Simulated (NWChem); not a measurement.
Molecule: ammonia (NH3); SMILES N

```xyz
4

N      0.0000     0.0000     0.1389
H      0.6618     0.6618    -0.2664
H      0.2422    -0.9040    -0.2664
H     -0.9040     0.2422    -0.2664
```
Atoms are numbered in this order, from 1.

The geometry was optimised at PBE0/def2-SVP.

Problem. Give the principal values of the shielding tensors (ppm) of N1 from Hartree-Fock/6-31G* (spherical d), GIAO (NWChem), with their diamagnetic and paramagnetic parts as GIAO splits them.

Solution. 
```tsv
atom	σ11	σ22	σ33	isotropic	diamagnetic	paramagnetic
N1	238.5	272.8	272.8	261.3	319.7	-58.4
```
